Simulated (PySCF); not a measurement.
**1,2,5-Thiadiazole (C₂H₂N₂S): geometry, spin-spin couplings**

What spin-spin couplings should 1,2,5-Thiadiazole (C₂H₂N₂S) (`c1cnsn1`) show?

Programs: PySCF 2.14.0, with density-fitted response routines of our own. Each step states its level of theory. These are calculated values for one molecule in the gas phase, unless marked as measured. Atoms are numbered from 0 throughout.

## 1. The molecule as given

7 atoms, charge 0, multiplicity 1; geometry from: MMFF94s. The atoms were then displaced at random by about 0.03 Å, so the start is not that level's minimum.

Bonds of the start (Å): C0–C1 1.35, C1–N2 1.29, N2–S3 1.77, S3–N4 1.75, N4–C0 1.32, C0–H5 1.19, C1–H6 1.05.

## 2. Geometry optimisation at PBE0-D3(BJ)/def2-SVP

The job: settings as JSON, then the geometry in Å.

```
{"job": {"xc": "PBE0", "basis": "def2-SVP", "d3": "d3bj", "grid": 1, "shake": 0.03, "kind": "geom"}, "charge": 0, "multiplicity": 1}
C     -0.503740     0.523030    -0.071130
C     -0.274540    -0.799700     0.032740
N      0.979190    -1.085000     0.126170
S      1.912350     0.417620     0.087430
N      0.476340     1.403550    -0.101350
H     -1.561700     1.048310    -0.192090
H     -0.936050    -1.609830     0.049680
```

Command:

```bash
> OMP_NUM_THREADS=1 python probes_run.py task.json out
```

The driver reads the jobs from task.json and runs them one after another.

**Question.** This job is followed by: B3LYP/cc-pVTZ indirect spin-spin coupling, non-relativistic, gas phase; B3LYP/6-31G* indirect spin-spin coupling, non-relativistic, gas phase. What will the session give for the following? point group; rotational constants (main isotopes); largest coupling of the table (B3LYP/cc-pVTZ); range of J(C0,H5), mean over like pairs.

The runs gave:

```
                                     quantity                    value
                                  point group                      C2v
         rotational constants (main isotopes)     8.54, 6.28, 3.62 GHz
largest coupling of the table (B3LYP/cc-pVTZ)  1J(C,H) C0–H5, 179.3 Hz
      range of J(C0,H5), mean over like pairs        179.3 to 187.7 Hz
```

In words: The start was shaken at random, so part of the energy gained undoes that. The optimisation took 8 steps and gained 0.789 eV; among the close pairs (by a distance rule), N2–S3 changed most, from 1.769 to 1.643 Å. Of the pairs tabulated at B3LYP/cc-pVTZ, C0–H5 (mean over like pairs) couples most strongly (179.3 Hz; Fermi contact 177.9 Hz). The coupling C0–H5, as a mean over pairs of its kind, runs from 179.3 Hz (B3LYP/cc-pVTZ) to 187.7 Hz (B3LYP/6-31G*). Couplings from bases without tight functions are rough.
